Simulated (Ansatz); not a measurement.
## SnH₂⁺, doublet in def2-TZVPP: errors against full CI

Geometry: a point of a stretch scan, not a stationary point.

```xyz
3

Sn    0.0000    0.0000   -1.3462
H     0.0000    0.0000    4.3478
H     0.0000    0.0000   -3.0016
```

Basis def2-TZVPP with its core potentials; Ansatz 0.2.0. Correlated methods freeze the noble-gas cores and the filled d shells of p-block atoms, which leaves 5 electrons in 69 orbitals. Prefix R: restricted or restricted open-shell reference; prefix U: unrestricted. Active spaces: pair = (3e, 3o) about the gap; valence = (5e, 6o) chosen from the atoms' valence shells. No spin–orbit coupling is included; scalar relativity enters through the core potentials alone.

Full CI is exact within this basis and frozen core; it isn't the basis-set limit. The frozen core follows each run's orbitals, which can shift R against U totals by a few meV for light atoms and by up to 0.1 eV past Ca.

```
UHF ⟨S²⟩                          : 0.750
T1 diagnostic (RCCSD)             : 0.0085
largest doubles amplitude (RCCSD) : 0.068
```

| level | E − E(full CI) (kJ/mol) | share of correlation (%) | wall time |
| --- | --- | --- | --- |
| RHF | 202.2 | 0.00 | – |
| RMP2 | 49.3 | 75.63 | – |
| RCCSD | 3.6 | 98.23 | – |
| RCCSD(T) | 0.8 | 99.62 | 10 s |
| BCCD(T) | 0.8 | 99.62 | 3.5 s |
| RCCSDT | 0.1 | 99.95 | – |
| RCCSDT(Q) | 0.0 | 99.99 | 6 s (H100) |
| CASSCF (pair space) | 162.5 | 19.64 | – |
| NEVPT2 (pair space) | 46.5 | 76.98 | 5 s (H100) |
| MRCISD (pair space) | 4.2 | 97.93 | – |
| MRCISD+Q (pair space) | -4.4 | 102.18 | 5.5 s (H100) |
| CASSCF (valence space) | 92.6 | 54.19 | – |
| NEVPT2 (valence space) | 28.0 | 86.14 | 2.7 s |
| MRCISD (valence space) | 1.7 | 99.16 | – |
| MRCISD+Q (valence space) | -0.2 | 100.10 | 4.5 s (H100) |

The correlation energy at full CI, counted from RHF, is -2.096 eV. That run took 2.8 min on 2 threads of AMD EPYC 7R13 with a shared H100 80 GB, shared host over 30,973,156 determinants.

Run but not shown, since their state, orbitals or frozen core can't be matched to the reference's or they repeat it: UHF, UMP2, UCCSD, UCCSD(T), UCCSDT, UCCSDT(Q).

Times hold each run's SCF and search for its determinant on a shared host, so for small cases they say little of a method's own cost; rows without a card ran on 1 thread of AMD EPYC 7R13. Some runs computed forces too.

More than 5 meV below full CI, which no variational method can be: MRCISD+Q (pair space).

The full-CI state has the irrep A1 of C2v, in the program's axes (one component, if the state is degenerate).

Natural occupations of full CI about the gap: 1.954 1.909 1.000 0.037 0.037 0.029 0.008 0.008 0.005 0.004; effectively unpaired electrons, Σ n²(2−n)², 1.05.
